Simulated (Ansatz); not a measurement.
Gas-phase reaction in SMILES: OO (H2O2) → [O]O (HO2) + H atom (the H-O bond breaks)

Property: bond dissociation energy (enthalpy at 298 K), in kcal/mol. Conventions: no dispersion term unless named; non-relativistic; no spin-orbit coupling; valence correlation only; 6-31G* and kin with 6d, 5d where marked; LANL2DZ all-electron up to Ne; 6-311+G** with 5d; UHF or UKS for open shells. Basis-set limits of correlation are two-point, X^-3; Hartree-Fock from the larger set. Ab initio and DFT rows: single points at B3LYP-D3(BJ) geometries (Ansatz, a quantum-chemistry and plane-wave program), with unscaled harmonic terms from B3LYP/6-31G* at its own minima.

Measured values: Active Thermochemical Tables 1.112 (ions: stationary electron), as tabulated in the package chemicals; they hold spin-orbit and core effects, anharmonicity. 

Value to compare with, the measured value: 87.4 kcal/mol.

| level | program | bond dissociation energy (enthalpy at 298 K) (kcal/mol) | error |
|---|---|---|---|
| B3LYP/STO-3G | Ansatz | 81.7 | -5.7 |
| B3LYP/3-21G | Ansatz | 78.8 | -8.6 |
| B3LYP/LANL2DZ | Ansatz | 80.4 | -7.0 |
| B3LYP/6-31G | Ansatz | 78.2 | -9.2 |
| B3LYP/6-31G* | Ansatz | 77.5 | -9.9 |
| B3LYP/6-31+G* | Ansatz | 79.6 | -7.8 |
| B3LYP/6-31G** | Ansatz | 80.7 | -6.7 |
| B3LYP/def2-SVP | Ansatz | 79.0 | -8.4 |
| B3LYP/cc-pVDZ | Ansatz | 78.0 | -9.4 |
| B3LYP/6-311+G** | Ansatz | 82.6 | -4.8 |
| B3LYP/def2-TZVPD | Ansatz | 82.0 | -5.4 |
| CCSD(T)/CBS(def2-TZVPPD,def2-QZVPPD) | Ansatz | 87.7 | 0.3 |

0 of the 10 habitual levels lie above the measured value; their mean absolute error is 7.8 kcal/mol, the median 8.1.

The sets are all those run for this method; runs whose electronic state is in doubt are left out.
